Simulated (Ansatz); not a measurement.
C2H3FN2, SMILES `C=NC(=N)F`, relaxed with RKS PBE0-D4/def2-TZVP in the Gaussian-basis code of Ansatz from a PBE-D4/def2-SVP geometry. The force threshold is 0.005 eV/Å; the program also tests the step.

Charge 0, multiplicity 1.

Start:

```xyz
8

C    -0.926    0.691   -0.854
N    -0.099    0.643    0.126
C     0.534   -0.571    0.434
N     1.378   -0.756    1.361
F     0.197   -1.626   -0.345
H    -1.415    1.659   -1.080
H    -1.181   -0.184   -1.490
H     1.512    0.143    1.849
```

Problem. By how much does the energy fall, and how many steps does the optimiser take? (An estimate is asked.)

Solution. Computed: 4.91 kJ/mol, in 7 steps, 1 of them rejected.

Problem. Which bonds change most? (Best estimate.)

Solution. Ansatz gave: C1–H7 from 1.112 to 1.092 Å; C3–N4 from 1.268 to 1.249 Å; C1–H6 from 1.107 to 1.088 Å; C1–N2 from 1.283 to 1.266 Å.

Problem. Give the relaxed structure. (An estimate is asked.)

Solution. Computed: 
```xyz
8

C    -0.918    0.682   -0.846
N    -0.098    0.645    0.119
C     0.530   -0.561    0.428
N     1.356   -0.746    1.345
F     0.197   -1.601   -0.346
H    -1.398    1.632   -1.072
H    -1.170   -0.183   -1.462
H     1.500    0.132    1.835
```
